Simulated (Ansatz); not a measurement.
Consider GaP in the zinc blende structure (space group F-43m, No. 216; a = 5.4517 Å).

Calculations: plane-wave PAW DFT at the r2SCAN level (Ansatz, a program for electronic structure, 500 eV), no spin-orbit coupling, earlier PAW set.

Perturbation: N takes the place of P on all its sites, then cell and atoms are relaxed.

Measured band gap: GaP 2.43 eV (static lattice; corrected from measurement; as listed in Wei Chen et al., Physical Review Materials (2018)); GaN 3.48 eV (static lattice; corrected from measurement; as listed in I. Vurgaftman, J. R. Meyer, L. R. Ram-Mohan, Journal of Applied Physics (2001)).

Measured lattice parameter a: GaP 5.439 Å (static lattice; corrected from measurement; as listed in Daniel Mejia-Rodriguez, S. B. Trickey, Phys. Rev. B (2018)); GaN 4.5 Å (room temperature; as listed in I. Vurgaftman, J. R. Meyer, L. R. Ram-Mohan, Journal of Applied Physics (2001)).

Problem. How well does r2SCAN reproduce the measured shift?

Solution. With r2SCAN the band gap moves by +0.32 eV (1.85 → 2.17) against +1.05 eV measured; the lattice parameter a moves by -0.954 Å (5.452 → 4.498) against -0.939 Å measured. The two measured values stand on different bases (one corrected, one not), which blurs small differences.

Whether these cells are dynamically stable was not tested. This is not the structure that GaN has at room temperature and ambient pressure.
